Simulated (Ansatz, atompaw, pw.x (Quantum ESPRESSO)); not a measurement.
# What a changed setting does to a pw.x run (sc H)

Potential: PAW, atompaw 4.2.0.5, PBEsol; core none, reference 1s1; waves: 1s (bound): rc 1.48 bohr; 1s channel at 0.5 Ry: rc 1.48 bohr; 2p channel at 0.3 Ry: rc 1.48 bohr; local part: troulliermartins scheme with l = 2 at 0 Ry, radius 1.36 bohr; core correction: none; augmentation: sinc compensation charge, radius 1.30 bohr; PAW radius 1.48 bohr; waves and projectors: custom polynom2 7 10 vanderbiltortho.

The reference run (k-mesh 18³, cutoffs 40/400 Ry, Fermi–Dirac 0.01 Ry, mixing_beta 0.4, conv_thr 1e-9, no spin) gives 2.22 GPa at 2.993 Å³/atom, where all-electron LAPW gives 1.30 GPa. This run, with its own iteration cap, changes degauss to 0.02.

```
&control
  calculation='scf', prefix='x', pseudo_dir='./', outdir='./tmp', tstress=.true., disk_io='none'
/
&system
  ibrav=0, nat=1, ntyp=1, ecutwfc=40, ecutrho=400, nbnd=7,
  occupations='smearing', smearing='fd', degauss=0.02
/
&electrons
  conv_thr=1e-09, mixing_beta=0.4, electron_maxstep=60
/
ATOMIC_SPECIES
H 1.0 H.UPF
CELL_PARAMETERS angstrom
  1.44112695 0.00000000 0.00000000
  0.00000000 1.44112695 0.00000000
  0.00000000 0.00000000 1.44112695
ATOMIC_POSITIONS crystal
H 0.0000 0.0000 0.0000
K_POINTS automatic
18 18 18 0 0 0
```

```bash
pw.x < H.scf.in > H.scf.out
```

Problem. How does the run end?

Solution. It converges in 5 iterations; the free energy moves by -9.8 meV/atom and the pressure by +0.43 GPa. In a metal, with Fermi–Dirac smearing, F lies below its zero-width value by a term in the square of the width.

```
Message from routine setup:
     using ibrav=0 with symmetry is DISCOURAGED, use correct ibrav instead
     lattice parameter (alat)  =       2.7233  a.u.
     unit-cell volume          =      20.1978 (a.u.)^3
     number of electrons       =         1.00
     number of Kohn-Sham states=            7
     kinetic-energy cutoff     =      40.0000  Ry
     charge density cutoff     =     400.0000  Ry
     scf convergence threshold =      1.0E-09
     Exchange-correlation= SLA PW PSX PSC
     number of k points=   220  Fermi-Dirac smearing, width (Ry)=  0.0200
     iteration #  1     ecut=    40.00 Ry     beta= 0.40
     total energy              =      -1.08140437 Ry
     estimated scf accuracy    <       0.00029180 Ry
     iteration #  2     ecut=    40.00 Ry     beta= 0.40
     total energy              =      -1.08132983 Ry
     estimated scf accuracy    <       0.00010309 Ry
     iteration #  3     ecut=    40.00 Ry     beta= 0.40
     total energy              =      -1.08133045 Ry
     estimated scf accuracy    <       0.00000001 Ry
     iteration #  4     ecut=    40.00 Ry     beta= 0.40
     total energy              =      -1.08133048 Ry
     estimated scf accuracy    <       0.00000002 Ry
     iteration #  5     ecut=    40.00 Ry     beta= 0.40
     the Fermi energy is     3.1020 ev
!    total energy              =      -1.08133048 Ry
     estimated scf accuracy    <          1.2E-12 Ry
     smearing contrib. (-TS)   =      -0.00192143 Ry
     convergence has been achieved in   5 iterations
          total   stress  (Ry/bohr**3)                   (kbar)     P=       26.51
     Message from routine punch:
     Nothing written, as per user request (disk_io='none')
```

The run took about 1.7 s on one core of a shared server CPU.
